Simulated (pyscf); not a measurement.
## Four-centre exchange: H₂N–InH₂ + H₂O → NH₃ + HO–InH₂

Gas phase, singlet surface, charge 0. Bonds broken: N1–In2, O7–H8. Bonds formed: N1–H8, In2–O7. PySCF, gas phase, ωB97X-D3(BJ)/def2-SVP geometries. MP2 and CC: frozen core, UHF for open shells. ΔMP2 is the change of the MP2 total energy from the triple- to the quadruple-zeta basis.

Transition state (Å):

```xyz
9

N     -0.0256     1.2398     1.0381
In     0.3288    -0.5431    -0.1863
H      0.4331     1.3240     1.9445
H     -0.0024     2.1564     0.5930
H      0.2250    -0.1646    -1.8626
H      1.1851    -1.7626     0.6612
O     -1.7304    -0.4356     0.6663
H     -1.1939     0.5567     1.0134
H     -2.4818    -0.2658     0.0860
```

One imaginary mode, 970i cm⁻¹; descent along it reached the two sides named, in the forms told below.

```csv
bond,change,reactant side (Å),saddle,product side
N1–In2,breaks,2.113,2.192,2.349
O7–H8,breaks,1.007,1.180,2.113
N1–H8,forms,1.799,1.354,1.030
In2–O7,forms,2.366,2.231,2.055
```

Electronic energies relative to the separated reactants (kcal/mol):

| level | barrier | reaction energy | reverse barrier |
|---|---|---|---|
| ωB97X-D3(BJ)/def2-TZVP | -13.2 | -5.0 | -8.1 |
| PBE/def2-TZVP | -14.0 | -6.3 | -7.7 |
| r²SCAN/def2-TZVP | -15.4 | -6.4 | -9.1 |
| B3LYP-D3(BJ)/def2-TZVP | -12.3 | -5.9 | -6.4 |
| PBE0-D3(BJ)/def2-TZVP | -13.9 | -5.0 | -8.8 |
| M06-2X/def2-TZVP | -14.7 | -5.1 | -9.6 |
| ωB97M-D3(BJ)/def2-TZVP | -11.6 | -5.4 | -6.2 |
| HF/def2-TZVP | -0.9 | -5.6 | 4.7 |
| MP2/def2-QZVPP | -12.0 | -4.0 | -7.9 |
| CCSD/def2-TZVPP | -9.0 | -4.2 | -4.8 |
| CCSD(T)/def2-TZVPP | -10.9 | -4.3 | -6.6 |
| CCSD(T)/def2-TZVPP + ΔMP2(QZVPP) | -10.6 | -4.3 | -6.3 |

With CCSD(T)/def2-TZVPP + ΔMP2(QZVPP) energies and thermal terms (ideal gas, 1 atm, RRHO with modes under 100 cm⁻¹ raised to 100, one conformer, R ln 2 for chiral ones without a mode under 150 cm⁻¹), in kcal/mol:

| T (K) | ΔH‡ | ΔG‡ | ΔH | ΔG |
|---|---|---|---|---|
| 298 | -11.5 | -0.8 | -3.9 | -3.9 |
| 600 | -11.6 | 10.2 | -4.2 | -3.9 |
| 900 | -11.1 | 21.1 | -4.4 | -3.6 |
| 1200 | -10.4 | 31.7 | -4.5 | -3.3 |

On the reactant side the descent ends in an adduct with a In–O contact, 16.2 kcal/mol under the separated species and 3.0 kcal/mol under the saddle at ωB97X-D3(BJ)/def2-TZVP. On the product side the descent ends in an adduct with a In–N contact, 22.5 kcal/mol under the separated species and 14.3 kcal/mol under the saddle at ωB97X-D3(BJ)/def2-TZVP. At ωB97X-D3(BJ), PBE, r²SCAN, B3LYP-D3(BJ), PBE0-D3(BJ), M06-2X, ωB97M-D3(BJ), HF, MP2, CCSD, CCSD(T), CCSD(T) the saddle lies under the separated reactants, which points to a path from their complex (located at ωB97X-D3(BJ) alone). At ωB97X-D3(BJ), PBE, r²SCAN, B3LYP-D3(BJ), PBE0-D3(BJ), M06-2X, ωB97M-D3(BJ), MP2, CCSD, CCSD(T), CCSD(T) the saddle lies under the separated products, which points to a path from their complex (located at ωB97X-D3(BJ) alone). What is counted as formed (In–O) is already present as a longer contact in the reactant adduct; forming that adduct is a step of its own. What is counted as broken (In–N) persists as a longer contact in the product adduct; parting that adduct is a step of its own. This is the saddle that the search found; another between the same sides may lie lower. The CCSD(T) − MP2 part came from Ansatz, without density fitting, on the same reference. The frozen core leaves the outer d or s,p core shells of the metals and heavy elements correlated in the MP2 and CC values, and def2-TZVPP describes them poorly, which can shift differences by a few kcal/mol. Elements past Kr carry the def2 core potentials, without spin-orbit coupling.
